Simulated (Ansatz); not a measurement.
A nudged elastic band was laid between two geometries of C₂H₆O (9 atoms, charge 0, multiplicity 1).

Theory: RKS B3LYP/STO-3G (Ansatz 0.2.0).

```
movable images  : 5
climbing image  : yes
spring          : 5.0 eV/Å²
optimiser       : quadratic models (default)
start path      : through a guess of the saddle point
force threshold : 0.05 eV/Å
iteration limit : 60
end points      : relaxed
```

Initial state:

```xyz
9
Properties=species:S:1:pos:R:3
C -0.414 0.884 -0.657
O 0.634 -0.147 -0.662
C 0.495 -0.909 0.588
H -1.437 0.449 -0.621
H -0.304 1.453 -1.599
H -0.311 1.589 0.198
H -0.493 -1.412 0.670
H 1.286 -1.682 0.576
H 0.633 -0.272 1.490
```

Final state:

```xyz
9
Properties=species:S:1:pos:R:3
C -0.301 0.810 -0.648
O 0.447 -0.519 -0.408
C 0.354 -1.334 0.969
H -1.374 0.555 -0.608
H -0.030 1.206 -1.645
H -0.047 1.534 0.150
H -0.753 -1.565 0.928
H 1.436 -0.273 -0.450
H 0.356 -0.461 1.695
```

(1) Which bonds break or form, and what moves?

(2) Give the energies along the band, and the barrier.

(3) What is the geometry of the highest image?

Answers

(1) Bonds broken: C3–H8. Bonds formed: O2–H8.

(2) The run converged. The highest image is number 4 of 0 to 6, 458.8 kJ/mol above the first end and 15.0 kJ/mol above the last; the last end lies 443.8 kJ/mol above the first. The profile has 2 maxima (images 1, 4) with wells between them (image 2): this band takes more than one step, which may be the mechanism or a detour left from its start path. Neighbouring images differ by up to 4.6 eV, so the band resolves the path poorly. A vibrational analysis at the climbing image gives one clearly imaginary mode, 893i cm⁻¹: a first-order saddle point. The orbitals stay closed-shell, which can raise the energy where a bond breaks towards radicals; this wasn't checked here. Limits of this set-up: minimal basis.

| image | path coordinate (Å) | energy (kJ/mol) | C3–H8 (Å) | O2–H8 (Å) |
| --- | --- | --- | --- | --- |
| 0 | 0.00 | 0.0 | 1.11 | 2.08 |
| 1 | 1.32 | 12.7 | 1.11 | 2.12 |
| 2 | 2.63 | 8.1 | 1.11 | 2.17 |
| 3 | 3.95 | 14.0 | 1.11 | 2.08 |
| 4 | 5.27 | 458.8 | 1.73 | 1.04 |
| 5 | 6.08 | 450.5 | 2.10 | 1.02 |
| 6 | 6.89 | 443.8 | 2.08 | 1.02 |

(3) 
```xyz
9
Properties=species:S:1:pos:R:3
C -0.256 0.872 -0.655
O 0.144 -0.560 -0.552
C 0.466 -0.972 1.083
H -1.335 0.923 -0.420
H -0.076 1.224 -1.690
H 0.314 1.487 0.069
H 0.064 -2.026 1.005
H 1.180 -0.543 -0.430
H -0.412 -0.452 1.572
```

Time of the run: 2.2 min on 1 thread of Intel(R) Xeon(R) Platinum 8259CL CPU @ 2.50GHz (Skylake/Cascade Lake), with other jobs on the host, peak memory 0.1 GiB.
